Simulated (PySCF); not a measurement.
C2HClN2O.
Z-matrix (Å and degrees, PBE0-D3(BJ)/def2-SVP geometry), rows numbered from 1:
```
Cl
C   1  1.6838
N   2  1.2909  1  128.15
C   3  1.3655  2  101.07  1  -179.94
N   4  1.3029  3  114.91  2    -0.07
O   2  1.3283  1  117.66  3   179.98
H   4  1.0898  3  123.75  2   179.99
```

The closed-shell ground state was solved at several levels (PySCF, density fitting, gas phase, non-relativistic).

```
           level  basis functions  total energy (Eh)  HOMO (eV)  LUMO (eV)  gap (eV)  dipole (D)
   PBE0/pcSseg-1              114          -721.1960      -8.69      -1.26      7.43        0.70
wB97X-D/pcSseg-2              237          -721.7118     -10.44       0.58     11.02        0.69
```

Question: What might wB97X-D/def2-SVPD (138 basis functions) give for the same quantities?

Answer: Total energy -721.2670 Eh, HOMO -10.55 eV, LUMO 0.47 eV, gap 11.02 eV, dipole 0.74 D.

Question: How far do the dipole and the HOMO energy spread over the levels?

Answer: The dipole runs from 0.69 to 0.74 D (mean 0.71 D) and the HOMO from -10.55 to -8.69 eV.

Note: wB97X-D ran without an empirical dispersion term, which enters the total energy and its gradient alone.
